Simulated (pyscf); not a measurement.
**Four-centre exchange: Cl–B(Cl)–Cl (SMILES ClB(Cl)Cl) + HCl (SMILES Cl) -> HCl (SMILES Cl) + Cl–B(Cl)–Cl (SMILES ClB(Cl)Cl)**

Gas phase, singlet surface, charge 0. Bonds broken: Cl1–B2, Cl5–H6. Bonds formed: Cl1–H6, B2–Cl5. PySCF, gas phase, ωB97X-D3(BJ)/def2-SVP geometries. Correlated levels are frozen-core, on RHF or UHF. ΔMP2 is the change of the MP2 total energy from the triple- to the quadruple-zeta basis.

Transition state (Å):

```xyz
6

Cl    -0.4115     0.8876     0.8211
B     -0.3409     0.6630    -1.1639
Cl     0.8659     1.7435    -1.8705
Cl    -1.9713     0.6170    -1.8441
Cl     0.3948    -1.1856    -0.9712
H      0.1360    -0.5015     0.3978
```

One imaginary mode, 924i cm⁻¹; descent along it reached the two sides named.

```
bond    change  reactant side (Å)  saddle  product side
------  ------  -----------------  ------  ------------
Cl1–B2  breaks              1.754   1.999           3.3
Cl5–H6  breaks              1.284   1.552           2.8
Cl1–H6   forms                2.8   1.552         1.284
B2–Cl5   forms                3.3   1.999         1.754
```

Electronic energies relative to the separated reactants (kcal/mol):

```tsv
level	barrier	reaction energy	reverse barrier
ωB97X-D3(BJ)/def2-TZVP	23.1	0.0	23.1
PBE/def2-TZVP	18.4	0.0	18.4
r²SCAN/def2-TZVP	20.0	0.0	20.0
B3LYP-D3(BJ)/def2-TZVP	23.7	0.0	23.7
PBE0-D3(BJ)/def2-TZVP	19.5	0.0	19.5
M06-2X/def2-TZVP	23.3	0.0	23.3
ωB97M-D3(BJ)/def2-TZVP	24.5	0.0	24.5
HF/def2-TZVP	45.8	0.0	45.8
MP2/def2-QZVPP	21.6	0.0	21.6
CCSD/def2-TZVPP	30.5	0.0	30.5
CCSD(T)/def2-TZVPP	26.8	0.0	26.8
CCSD(T)/def2-TZVPP + ΔMP2(QZVPP)	25.6	0.0	25.6
```

With CCSD(T)/def2-TZVPP + ΔMP2(QZVPP) energies and thermal terms (ideal gas, 1 atm, RRHO with modes under 100 cm⁻¹ raised to 100, one conformer, R ln 2 for chiral ones without a mode under 150 cm⁻¹), in kcal/mol:

```tsv
T (K)	ΔH‡	ΔG‡	ΔH	ΔG
298	23.9	34.0	0.0	0.0
600	24.1	44.2	0.0	0.0
900	24.6	54.1	0.0	0.0
1200	25.1	63.9	0.0	0.0
```

This is the saddle that the search found; another between the same sides may lie lower. The CCSD(T) − MP2 part came from Ansatz, without density fitting, on the same reference.
